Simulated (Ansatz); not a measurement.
**hcp Cd**

Method: r²SCAN in Ansatz (PAW).

Run with plane-wave cutoff 500 eV, 10×12×1 k mesh (along the axes of the cell as run), Fermi–Dirac smearing 0.1 eV, scalar-relativistic PAW data made under PBE.

Cell: relaxed at this level.

```
Quantity                               Result
----------------------------------  ---------
surface energy of the (11-20) face  0.75 J/m²
work function of the (11-20) face     4.01 eV
```

The slab of 20 atoms is relaxed and unreconstructed.

Computing time: very roughly 2.2 core-hours.

Ansatz is an electronic-structure program.
